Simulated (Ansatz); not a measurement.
This was printed by a script on the Python package of Ansatz (0.2.0), for harmonic frequencies at the relaxed geometry of OS. What did the script look like? Level of theory (for the species named): Hartree-Fock, def2-SVP basis, multiplicity 3.

```yaml
atoms:
  - { symbol: O, position_ang: [0.8397, 0.0000, 0.0000] }
  - { symbol: S, position_ang: [-0.8397, 0.0000, 0.0000] }
```

```console
$ python freq_os.py
step   1  E = -12847.185864 eV  largest force component 4.6738 eV/A
step   2  E = -12847.504897 eV  largest force component 4.4041 eV/A
step   3  E = -12844.518873 eV  largest force component 36.4116 eV/A
step   4  E = -12847.797715 eV  largest force component 4.4528 eV/A
step   5  E = -12847.406369 eV  largest force component 11.3860 eV/A
step   6  E = -12847.988218 eV  largest force component 0.5518 eV/A
step   7  E = -12847.990303 eV  largest force component 0.0574 eV/A
step   8  E = -12847.990294 eV  largest force component 0.0683 eV/A
step   9  E = -12847.990327 eV  largest force component 0.0000 eV/A
pair        before    after (A)
O0-S1        1.6794   1.4625
frequencies (1/cm): 1336
imaginary modes: 0  zero-point energy: 0.0828 eV
T (K)   F_vib (eV)   S_vib (meV/K)   C_vib (meV/K)
 200.0      0.0828        0.0001          0.0005
 300.0      0.0828        0.0011          0.0059
 400.0      0.0825        0.0041          0.0166
 500.0      0.0819        0.0091          0.0285
 600.0      0.0807        0.0153          0.0390
```

The script that was run (others could print the same):

`freq_os.py`:
```python
from dataclasses import dataclass
import itertools

import ansatz as az
from ase import Atoms
from ase.data import atomic_numbers, covalent_radii
import numpy as np


@dataclass
class Settings:
    basis_set: str = "def2-SVP"
    functional: str = "hf"


opts = Settings()

atoms = Atoms(["O", "S"], positions=[
    (0.8397, 0.0, 0.0),
    (-0.8397, 0.0, 0.0),
])
system = az.Crystal.molecule_from_ase(atoms)

model = (
    system.calculation()
    .basis(gaussian=opts.basis_set)
    .functional(opts.functional)
    .spin("collinear", total=2)
)
symbols = [site.symbol for site in system.cartesian_sites]
start = np.array([site.position_ang for site in system.cartesian_sites], dtype=float)
def progress(event):
    if event["event"] == "relax_step":
        row = event["data"]
        print(f"step {row['step']:3d}  E = {row['lagrangian_ev']:.6f} eV  largest force component {row['allowed_force_max_ev_ang']:.4f} eV/A")


data = model.relax(force_tolerance=0.003).session().plan().execute(on_event=progress).report
end = np.array(data["positions_ang"])

radius = [covalent_radii[atomic_numbers[s]] for s in symbols]
span = lambda where, i, j: np.linalg.norm(where[i] - where[j])
bonded = [(i, j) for i, j in itertools.combinations(range(len(symbols)), 2) if min(span(start, i, j), span(end, i, j)) < 1.2 * (radius[i] + radius[j])]
print("pair        before    after (A)")
for i, j in bonded:
    print(f"{symbols[i]}{i}-{symbols[j]}{j}".ljust(10), f"{span(start, i, j):8.4f} {span(end, i, j):8.4f}")

minimum = az.Crystal.molecule()
for symbol, place in zip(symbols, end):
    minimum = minimum.atom(symbol, place.tolist())
vibrating = (
    minimum.calculation()
    .basis(gaussian=opts.basis_set)
    .functional(opts.functional)
    .spin("collinear", total=2)
    .phonons(temperatures=(200, 600, 100))
)
vib = vibrating.run().report["vibrations"]
sums = vib["harmonic_sums"]
modes = [m["omega_inv_cm"] for m in sums["modes_at_gamma"] if m["rigid_motion"] == "no"]
print("frequencies (1/cm):", " ".join(f"{w:.0f}" for w in modes))
print("imaginary modes:", sum(w < 0 for w in modes), " zero-point energy:", round(sums["zero_point_energy_ev"], 4), "eV")
print("T (K)   F_vib (eV)   S_vib (meV/K)   C_vib (meV/K)")
for row in zip(sums["temperatures_k"], sums["vibrational_free_energy_ev"], vib["entropy_ev_per_k"], vib["heat_capacity_ev_per_k"]):
    print(f"{row[0]:6.1f} {row[1]:11.4f} {1000 * row[2]:13.4f} {1000 * row[3]:15.4f}")
```

What to keep in mind:
- Total energies depend on the basis set; only differences at equal settings carry meaning.
- The frequencies are harmonic and unscaled, in a modest basis.
- The run takes the species as open-shell (spin multiplicity 3), which needn't be its ground state.
- The spin state was assumed, and another may lie lower.
- Finished in 2.9 s on 1 thread of Arm Neoverse V2 (shared host), peak memory 0.15 GiB.
